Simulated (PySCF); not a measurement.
**Ionisation energy of Mg by level of theory**

Mg [Ne] 3s2 (1S) → Mg⁺ [Ne] 3s1 (2S), as a difference of total energies. All numbers are calculated (PySCF 2.14, no relativity, point nucleus, in dyall-acv3z). Correlated levels: valence: [Ne] frozen; valence and next inner shell: 1s2 frozen; virtual orbitals above 40 to 60 times the deepest correlated orbital energy dropped. The calculations carry no spin-orbit coupling.

```json
{"method": "UHF", "ionisation energy (eV)": "6.605", "error (eV)": "-1.041"}
{"method": "LDA", "ionisation energy (eV)": "7.721", "error (eV)": "+0.075"}
{"method": "PBE", "ionisation energy (eV)": "7.613", "error (eV)": "-0.033"}
{"method": "PBE0", "ionisation energy (eV)": "7.542", "error (eV)": "-0.104"}
{"method": "r2SCAN", "ionisation energy (eV)": "7.370", "error (eV)": "-0.276"}
{"method": "PW91", "ionisation energy (eV)": "7.649", "error (eV)": "+0.003"}
{"method": "HSE06", "ionisation energy (eV)": "7.539", "error (eV)": "-0.107"}
{"method": "BP86", "ionisation energy (eV)": "7.709", "error (eV)": "+0.063"}
{"method": "MP2 (valence)", "ionisation energy (eV)": "7.261", "error (eV)": "-0.385"}
{"method": "SCS-MP2 (valence)", "ionisation energy (eV)": "7.392", "error (eV)": "-0.254"}
{"method": "MP2 (valence and next inner shell)", "ionisation energy (eV)": "7.403", "error (eV)": "-0.243"}
{"method": "SCS-MP2 (valence and next inner shell)", "ionisation energy (eV)": "7.503", "error (eV)": "-0.143"}
```

Reference: 7.646 eV (measured; NIST Atomic Spectra Database, ionization energies).

Errors of the correlated levels include the incompleteness of this basis and the frozen core.
